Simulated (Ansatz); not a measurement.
# How far each method lies from full CI for AlSi⁺, singlet

Geometry: a PBE0/def2-TZVP stationary point for this spin. The triplet lies 0.5 eV lower here.

```yaml
atoms:
  - { symbol: Si, position_ang: [0.0000, 0.0000, 0.0000] }
  - { symbol: Al, position_ang: [0.0000, 0.0000, 3.0790] }
```

Basis cc-pVDZ; Ansatz 0.2.0. Correlated methods freeze the noble-gas cores, which leaves 6 electrons in 26 orbitals. R marks a restricted (for open shells ROHF) determinant, U an unrestricted one. Active spaces: valence = (6e, 8o) chosen from the atoms' valence shells.

Full CI is exact within this basis and frozen core; it isn't the basis-set limit. The frozen core follows each run's orbitals, which can shift R against U totals by a few meV.

The UHF ⟨S²⟩ is 1.086, the T1 diagnostic (RCCSD) is 0.0151 and the largest doubles amplitude (RCCSD) is 0.120.

```
                   level  E − E(full CI) (mEh)  share of correlation (%)  wall time
                     RHF                130.38                      0.00          –
                    UHF†                 99.68                         –          –
                    RMP2                 43.20                     66.87          –
                   UMP2†                 31.18                         –          –
                    CISD                 14.77                     88.67     0.91 s
                   RCCSD                  4.92                     96.23          –
                 UCCSD*†                 -4.69                         –          –
                RCCSD(T)                  1.69                     98.70     0.97 s
              UCCSD(T)*†                 -8.49                         –      7.5 s
                 BCCD(T)                  1.68                     98.71     0.81 s
                  RCCSDT                  0.63                     99.52          –
                UCCSDT*†                -16.36                         –          –
                  CISDTQ                  0.66                     99.49      2.2 s
               RCCSDT(Q)                  0.22                     99.83      1.7 s
             UCCSDT(Q)*†                -18.41                         –       13 s
                 RCCSDTQ                  0.03                     99.98       11 s
  CASSCF (valence space)                 56.92                     56.35          –
  NEVPT2 (valence space)                 22.07                     83.08      2.6 s
  MRCISD (valence space)                  5.31                     95.92          –
MRCISD+Q (valence space)                  2.61                     97.99      3.3 s
```

An asterisk marks runs whose energy the program itself flagged as in doubt. A dagger marks rows that describe another state than the reference (another or a broken symmetry, a higher spin or other natural occupations), so the difference holds a gap between states beside the method's error.

The correlation energy at full CI, counted from RHF, is -3.548 eV. That run took 11 s on 1 thread of AMD EPYC 7B13, shared host over 1,690,944 determinants.

Times hold each run's SCF and search for its determinant on a shared host, so for small cases they say little of a method's own cost; they ran on 1 thread of AMD EPYC 7B13. Some runs computed forces too.

Unrestricted levels hold only the spin's projection, and here they fall towards a lower state of higher spin.

The full-CI state has the irrep A1 of C2v, in the program's axes (one component, if the state is degenerate).

Natural occupations of full CI about the gap: 1.918 1.882 1.765 0.105 0.105 0.053 0.047 0.047 0.017 0.017; effectively unpaired electrons, Σ n²(2−n)², 0.36.
